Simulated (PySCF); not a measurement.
# Unknown compound

An unknown has the formula C2H2F2O. Its calculated NMR data are:

$^{1}$H NMR (400 MHz, computed): δ 4.98 (m, 2H).

$^{13}$C{$^{1}$H} NMR (computed): δ 86.6 (CH, m, 2C).

No relativistic terms, no solvent model, fast rotation and ring inversion assumed for equivalent nuclei, single conformer. Couplings computed with B3LYP/pcJ-1; PBE0-D3(BJ)/def2-SVP structure; shieldings: GIAO PBE0/pcSseg-1; PySCF 2.14.0 with density-fitted response routines.

Chemical shifts δ = σref − σ; $^{1}$H (σref 31.27) and $^{13}$C (σref 184.41) vs TMS, all at this level.

Question: Which candidate is it?
A. F[C@@H]1O[C@@H]1F
B. FC1(F)CO1
C. O=CC(F)F

Answer: A. 

- Rings plus π bonds: 1 (1 ring in the answer).
- 1 carbon signal for 2 carbons: some carbons are equivalent by symmetry or fast rotation.
- Carbon types of the structure: 2 × CH, which accounts for all hydrogens.
- δC 86.6: epoxide ring carbon; 2 electronegative neighbours deshield it.
- δH 4.98: hydrogen on an epoxide ring carbon; its carbon carries F and O, an electronegative neighbour.

The others: O=CC(F)F would give 2 carbon signals, not 1; FC1(F)CO1 would give 2 carbon signals, not 1.

Common functionals overestimate the size of one-bond C–F couplings by tens of Hz; these are unscaled. Splittings below 1 Hz are ignored in the labels, and close J values are merged. Couplings among chemically equivalent protons are left out too, so labels in AA′BB′ or AA′XX′ sets are apparent multiplicities. Shifts are as computed. Against solution values, carbons near 30 ppm lie about +2 ppm off and those near 130 ppm about +5 ppm. Of 1211 compounds with measured shifts, 218 miss one by over three times the rms of a fit or turn the order of signals round; such compounds aren't used in these exercises.
